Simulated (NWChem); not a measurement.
Species: tetrafluoromethane (CF4); SMILES FC(F)(F)F

Question: Give the equilibrium geometry at PBE0/def2-SVP (NWChem) as a Z-matrix, with the point group.

Answer: point group Td; any orientation.
```
C
F 1 1.3157
F 1 1.3157 2 109.47
F 1 1.3157 2 109.47 3 120.00
F 1 1.3157 2 109.47 4 120.00
```
